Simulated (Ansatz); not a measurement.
BH5OSi (`OB[SiH3]`), relaxed with RKS PBE-D4/def2-SVP in the Gaussian-basis code of Ansatz from a rough embedded geometry. The force threshold is 0.03 eV/Å; the program also tests the step.

Charge 0, multiplicity 1.

Start:

```xyz
8

O     0.478    1.408   -1.146
B    -0.343    0.328   -0.783
Si    0.199   -0.752    0.706
H     0.105    2.162   -0.674
H    -1.358    0.098   -1.360
H     1.490   -1.401    0.413
H    -0.830   -1.861    0.929
H     0.259    0.019    1.915
```

| step | energy (eV) | largest force (eV/Å) | largest move (Å) |
| --- | --- | --- | --- |
| 1 | -10669.6782 | 2.003 | 0.000 |
| 2 | -10669.9872 | 1.097 | 0.194 |
| 3 | -10670.1412 | 2.696 | 0.196 |
| 4 | -10670.3642 | 3.364 | 0.195 |
| 5 | -10670.6620 | 0.842 | 0.200 |
| 6 | -10670.7137 | 0.263 | 0.148 |
| 7 | -10670.7169 | 0.096 | 0.032 |
| 8 | -10670.7177 | 0.041 | 0.017 |
| 9 | -10670.7177 | 0.033 | 0.022 |
| 10 | -10670.7179 | 0.003 | 0.023 |
| 11 | -10670.7183 | 0.121 | 0.099 |
| 12 | -10670.7189 | 0.106 | 0.020 |
| 13 | -10670.7189 | 0.267 | 0.151 |
| 14 | -10670.7212 | 0.238 | 0.020 |
| 15 | -10670.7272 | 0.031 | 0.139 |
| 16 | -10670.7284 | 0.460 | 0.195 |
| 17 | -10670.7323 | 0.219 | 0.017 |
| 18 | -10670.7364 | 0.010 | 0.083 |
| 19 (rejected) | -10670.7352 | 0.261 | 0.175 |
| 20 | -10670.7380 | 0.037 | 0.086 |
| 21 | -10670.7382 | 0.136 | 0.098 |
| 22 | -10670.7387 | 0.048 | 0.022 |
| 23 | -10670.7390 | 0.004 | 0.018 |

End:

```xyz
8

O     0.000    1.769   -0.526
B    -0.234    0.443   -0.709
Si    0.210   -0.857    0.791
H    -0.243    2.304   -1.306
H    -0.702    0.046   -1.771
H     1.257   -1.842    0.323
H    -1.009   -1.671    1.154
H     0.722   -0.192    2.043
```

It took 22 s on 2 threads of an Arm Neoverse V1 on a shared host, with 0.14 GiB of host memory at the peak.
